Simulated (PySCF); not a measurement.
## Reproducing measurements on CH4S

**Measured values to compare with.**

From NIST CCCBDB Release 22 (SRD 101), experimental dipoles, for the gas: dipole moment (microwave Stark effect) 1.52 D.

NIST CCCBDB Release 22 (SRD 101), experimental polarizabilities lists, for the gas: mean polarisability 5.186 Å³.

From Besley, J. Chem. Theory Comput. 2021, 17, 3644 (DFT calculations of core-electron binding energies at the K-edge of heavier elements), for the gas: S 1s binding energy of S2 2477.97 eV.

From Qian, Crumlin, Prendergast, Phys. Chem. Chem. Phys. 2022, 24, 2243, for the gas: C 1s binding energy of C1 291.4 eV.

How close the calculation comes is told at the end.

Species: CH4S.
SMILES with atom numbers: `[CH3:1][SH:2]` (hydrogens: H3, H4, H5 on C1; H6 on S2)

Cartesian coordinates in Å at the GFN2-xTB level; atoms count from 1:
```
atom  x, y, z in Å
C1    -0.5040   -0.0131    0.0089
S2     1.1262    0.7907   -0.1130
H3    -0.5907   -0.5217    0.9642
H4    -1.2415    0.7803   -0.0577
H5    -0.6314   -0.7088   -0.8149
H6     1.8445   -0.3255   -0.0089
```

The PySCF runs (gas phase, on this GFN2-xTB geometry; non-relativistic but for the core-level run):

| level | job | basis functions | wall time |
| --- | --- | --- | --- |
| CAM-B3LYP/def2-SVPD | 8 singlets by full TDDFT, 3 Tamm–Dancoff triplets, polarisability | 79 | 2.9 s |
| delta-SCF UKS SCAN, pcX-2 on the ionised atom, pcseg-1 elsewhere, spin-free X2C | ΔSCF core ionisation, 3 holes | 94 | 4.5 s |

Hardware: one thread, x86-64 server, no GPU, shared host.

**Comparison with experiment**

**Dipole moment.** Measured: 1.52 D (NIST CCCBDB Release 22 (SRD 101), experimental dipoles).

```
              level  computed (D)  computed − measured (D)  % (from the printed values)
CAM-B3LYP/def2-SVPD          1.61                    +0.09                           +6
```

The computed dipoles belong to one fixed geometry; measured ones are averaged over vibrations unless marked μe. Magnitudes are compared, not signs.

**Mean polarisability.** Measured: 5.186 Å³ (NIST CCCBDB Release 22 (SRD 101), experimental polarizabilities).

| level | computed (Å³) | computed − measured (Å³) | % (from the printed values) |
| --- | --- | --- | --- |
| CAM-B3LYP/def2-SVPD | 5.328 | +0.142 | +3 |

The computed values are static and purely electronic, with core orbitals frozen in the response (1 au = 0.148185 Å³). The table of measured values doesn't say here whether a value is static or optical, or holds a vibrational part.

**Core binding energies.** Delta-SCF UKS SCAN, pcX-2 on the ionised atom, pcseg-1 elsewhere, spin-free X2C in PySCF.

```tsv
level and atom	computed (eV)	measured (eV)	computed − measured (eV)
S 1s, S2	2477.44	2477.97	-0.53
C 1s, C1	291.57	291.4	+0.17
```

Sources, in the order of the opening: Besley, J. Chem. Theory Comput. 2021, 17, 3644 (DFT calculations of core-electron binding energies at the K-edge of heavier elements); Qian, Crumlin, Prendergast, Phys. Chem. Chem. Phys. 2022, 24, 2243. Against the first value of each row the mean signed difference is -0.18 eV and the largest in size -0.53 eV. The computed values are vertical, without vibrational structure; measured positions hang on the energy calibration. 

The geometry is computed, not the measured one. Where a level misses, the cause wasn't examined.
